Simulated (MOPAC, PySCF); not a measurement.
CH$_{2}$O, SMILES `C=O`, neutral singlet in the gas phase. 

Z-matrix (Å, degrees):
```
C
O 1 1.1994
H 1 1.1072 2 121.97
H 1 1.1072 3 116.05 2 180.00
```
Charge 0, multiplicity 1.

All levels are single points at this geometry (B3LYP-D3(BJ)/def2-TZVPD); Pople sets use spherical d functions. Orbital energies aren't observables, and empty levels follow the basis.

PM6 in MOPAC gives gap (eV) = 10.29.

Task: Estimate the gap (eV) from each of these levels: PBE-D3(BJ)/def2-TZVPD in PySCF; ωB97X-D3(BJ)/def2-TZVPD in PySCF; B3LYP/6-311+G** in PySCF; B3LYP/6-31G* in PySCF; BP86/6-31G* in PySCF; HF/6-31G* in PySCF; HF/STO-3G in PySCF; AM1 in MOPAC.

Result: 
```tsv
level	gap (eV)
PBE-D3(BJ)/def2-TZVPD in PySCF	3.62
ωB97X-D3(BJ)/def2-TZVPD in PySCF	11.41
B3LYP/6-311+G** in PySCF	5.93
B3LYP/6-31G* in PySCF	6.20
BP86/6-31G* in PySCF	3.79
HF/6-31G* in PySCF	15.71
HF/STO-3G in PySCF	17.46
AM1 in MOPAC	11.69
```
